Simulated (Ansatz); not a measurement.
Total energies of Li₃H₂ from Ansatz at PBE0-D4/def2-TZVP, gas phase (1 Eh = 27.2114 eV = 2625.5 kJ/mol). The reference geometry is relaxed at PBE-D4/def2-TZVP.

```xyz
5

Li    1.840   -0.403   -0.295
Li   -0.269   -0.237    1.874
Li   -0.827    0.344   -0.831
H    -1.460    0.239    0.748
H     0.716    0.057   -1.496
```

```tsv
state	geometry	energy (Eh)
charge 0 doublet	reference	-23.67911
charge 1 singlet	reference	-23.48325
charge 0 quartet	relaxed at PBE-D4/def2-TZVP	-23.58618
free Li atom (doublet)	–	-7.46705
free H atom (doublet)	–	-0.50104
```

(1) Work out the vertical ionisation energy to the singlet.

(2) Which of the charge 0 states is lowest, and how far above it are the others?

(3) What is the binding energy per atom against free atoms?

(1) E(charge 1 singlet) − E(charge 0 doublet) = -23.48325 − (-23.67911) = 0.19586 Eh = 5.33 eV. For comparison, −ε of the highest occupied level of the spin that leaves is 3.55 eV at this level, 1.78 eV less.

(2) The doublet. quartet: -23.58618 − (-23.67911) = 0.09293 Eh = 244.0 kJ/mol. The quartet differs in its bonds from the reference.

(3) Atoms: 3 × (-7.46705) + 2 × (-0.50104) = -23.40323 Eh. Binding: -23.40323 − (-23.67911) = 0.27588 Eh = 7.51 eV, or 1.50 eV for each of 5 atoms (no zero-point energy, no counterpoise term).

The structure comes from a short search, and lower isomers may exist.
